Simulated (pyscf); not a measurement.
Optimised with ωB97X-D3(BJ)/def2-SVP in PySCF.

### Question
Estimate by transition-state theory (the high-pressure limit) the rate constant of H₂N–SnH(OH)–OH (SMILES [NH2][SnH]([OH])[OH]) → HO–Sn:–OH (SMILES [OH][Sn][OH]) [singlet] + NH₃ (SMILES N) (singlet surface; N–Sn, H–Sn broken, H–N formed) at 900 K, with ωB97M-D3(BJ)/def2-TZVP energies (ideal gas, 1 atm, RRHO with modes under 100 cm⁻¹ raised to 100, one conformer, R ln 2 for chiral ones without a mode under 150 cm⁻¹; no tunnelling).

### Answer
The electronic barrier is 48.8 kcal/mol and the thermal terms add -2.0, so ΔG‡ = 46.8 kcal/mol. With k_BT/h = 1.88e+13 s⁻¹ and RT = 1.788 kcal/mol, k = 8.0e+01 s⁻¹, a half-life of 8.6e-03 s through this channel alone. Wigner's tunnelling factor for 1381i cm⁻¹ would be 1.20. A shift of 1 kcal/mol in the barrier changes k by a factor 1.7. On the product side the descent ends in an adduct with a N–Sn contact, 19.1 kcal/mol under the separated species and 76.1 kcal/mol under the saddle at ωB97X-D3(BJ)/def2-TZVP. What is counted as broken (N–Sn) persists as a longer contact in the product adduct; parting that adduct is a step of its own. At ωB97X-D3(BJ) the barrier from the zero used here is 51.4 kcal/mol. This is the saddle that the search found; another between the same sides may lie lower. Elements past Kr carry the def2 core potentials, without spin-orbit coupling.
